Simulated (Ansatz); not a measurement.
in.yaml

```yaml
crystal:
  periodic: [false, false, false]
  atoms:
    - {symbol: Al, position_ang: [0.000000, 0.000000, -0.218333]}
    - {symbol: As, position_ang: [0.000000, 0.000000, 2.020067]}
    - {symbol: H, position_ang: [0.000000, 0.000000, -1.801733]}
basis:
  gaussian: {orbitals: cc-pVDZ}
total_charge: 1
magnetization: {spin_polarized: true, initial_magnetization: 2}
correlation: {method: bccd_t, electrons: valence, diis_vectors: 1}
scf: {lower_state_search: off}
```

```sh
$ ansatz run in.yaml --threads 1 --pin off --events-out ev --progress --plain --max-ram 2393MiB
```

The program prints:

```
these checks for a lower state are left out or cut short: stability, starts, cluster_reference, orbital_swaps, neighbouring_geometries, increment
553 factors; integrals over basis functions are off by at most 1.0e-3 eV
mean field evaluation 1: about -67385.7340 eV, gradient 7.5e0 eV
mean field evaluation 2: about -67385.7373 eV, gradient 7.5e0 eV
mean field evaluation 4: about -67386.2981 eV, gradient 8.3e-1 eV
mean field evaluation 8: about -67386.3082 eV, gradient 8.4e-7 eV
mean field -67386.30819204 eV, -2476.4011499772 hartree, gradient 2.9e-6 eV, S^2 2.011484; 0 other end points of the search recorded, 0 dependent functions left out
14 core orbitals not correlated: weight in the atoms' cores, before any rotation towards them, 1.000 or more for the frozen orbitals, at most 0.000 for the correlated occupied ones
reference -67386.30819204 eV, -2476.4011499772 hartree; 10, 8 occupied and 26, 28 virtual orbitals, 553 factors
second order -3.31729925 eV of doubles, -0.00000000 eV of singles
cycle   1  -3.83085120 eV  change   -5.1e-1 eV  update   6.5e-2
cycle   2  -4.03112128 eV  change   -2.0e-1 eV  update   2.5e-2
cycle   3  -4.04245903 eV  change   -1.1e-2 eV  update   9.7e-3
cycle   4  -4.04390784 eV  change   -1.4e-3 eV  update   3.6e-3
cycle   5  -4.04181556 eV  change    2.1e-3 eV  update   2.0e-3
cycle   6  -4.04249184 eV  change   -6.8e-4 eV  update   1.1e-3
cycle   7  -4.04233925 eV  change    1.5e-4 eV  update   6.2e-4
cycle   8  -4.04264197 eV  change   -3.0e-4 eV  update   3.1e-4
cycle   9  -4.04260471 eV  change    3.7e-5 eV  update   1.8e-4
cycle  10  -4.04267971 eV  change   -7.5e-5 eV  update   1.0e-4
cycle  11  -4.04266782 eV  change    1.2e-5 eV  update   6.2e-5
cycle  12  -4.04269179 eV  change   -2.4e-5 eV  update   3.3e-5
cycle  13  -4.04268550 eV  change    6.3e-6 eV  update   1.9e-5
perturbative correction -0.12615166 eV, -0.0046359878 hartree
Total energy: -67390.47702920 eV, -2476.5543519170 hartree
Checks for a lower state left out: stability, starts, cluster_reference, orbital_swaps, neighbouring_geometries, increment
```

Ran on 1 thread of Intel Xeon Platinum 8488C, shared host: 2.3 s wall, 0.15 GiB peak host memory.
